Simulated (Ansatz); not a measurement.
# CH4SSi (SMILES C[Si]S): functionals against CCSD(T) at one geometry

One table from this session's results is given with a row withheld; the runs are named, their logs left out.

Program: Ansatz 0.2.0, Gaussian basis. Level of theory: single points in def2-TZVPP. These are calculated values, not measurements.

Correlated methods freeze the cores.

## Where the work starts

SMILES `C[Si]S`, 7 atoms, charge 0, spin multiplicity 1.

Atoms are counted from 1 here; the program's logs count them from 0.

Bond lengths: C1–Si2 1.881 Å, C1–H4 1.008 Å, C1–H5 1.226 Å, C1–H6 1.057 Å, Si2–S3 2.196 Å, S3–H7 1.428 Å. Angles: Si2–C1–H4 118.3°, Si2–C1–H5 111.7°, Si2–C1–H6 121.0°, H4–C1–H5 110.6°, H4–C1–H6 96.0°, H5–C1–H6 96.4°, C1–Si2–S3 92.2°, Si2–S3–H7 98.8°.

Geometry (Å):

```csv
atom,x (Å),y (Å),z (Å)
C1,-0.8737,0.5804,-0.2929
Si2,0.2493,0.0657,1.1255
S3,1.4999,-1.1631,-0.1967
H4,-1.4334,-0.1282,-0.7413
H5,-0.2730,1.2483,-1.1266
H6,-1.6646,1.2649,-0.1410
H7,2.2860,-1.8224,0.7970
```

Set-up of the first run:

run/in.yaml reads:

```yaml
crystal:
  periodic: [false, false, false]
  atoms:
    - {symbol: C, position_ang: [-0.873700, 0.580400, -0.292900]}
    - {symbol: Si, position_ang: [0.249300, 0.065700, 1.125500]}
    - {symbol: S, position_ang: [1.499900, -1.163100, -0.196700]}
    - {symbol: H, position_ang: [-1.433400, -0.128200, -0.741300]}
    - {symbol: H, position_ang: [-0.273000, 1.248300, -1.126600]}
    - {symbol: H, position_ang: [-1.664600, 1.264900, -0.141000]}
    - {symbol: H, position_ang: [2.286000, -1.822400, 0.797000]}
basis:
  gaussian: {orbitals: def2-TZVPP}
correlation: {method: ccsd_t}
output: {forces: true}
```

Run with:

```
ansatz run in.yaml --threads 4 --pin off --events-out ev --progress --plain --max-ram 5222MiB
```

Among the steps run: CCSD(T)/def2-TZVPP; PBE0-D4/def2-TZVPP; wB97M-V/def2-TZVPP; r2SCAN-D4/def2-TZVPP; PBE-D4/def2-TZVPP; SPW92/def2-TZVPP; HSE06-D4/def2-TZVPP.

One table of the session follows, with a row left open; its other results are not shown here.

```
   method  RMS force component (eV/Å)  angle to CCSD(T) forces (°)  dipole (D)
  CCSD(T)                       1.699                    reference        0.71
  PBE0-D4                       1.707                          2.3        0.77
  wB97M-V                           ?                            ?           ?
r2SCAN-D4                       1.681                          2.1        0.70
   PBE-D4                       1.668                          5.8        0.66
    SPW92                       1.695                          9.4        0.68
 HSE06-D4                       1.705                          2.2        0.77
```

Q: Estimate the row for wB97M-V from the others.

The run gave: RMS force component (eV/Å): 1.692; angle to CCSD(T) forces (°): 1.9; dipole (D): 0.89. In the column «RMS force component (eV/Å)» it lies between r2SCAN-D4 (1.681) and SPW92 (1.695).

Caveats from the session: CCSD(T) in triple zeta still lacks some correlation energy of the bonds, so part of these gaps is its own basis error and they don't rank the functionals.
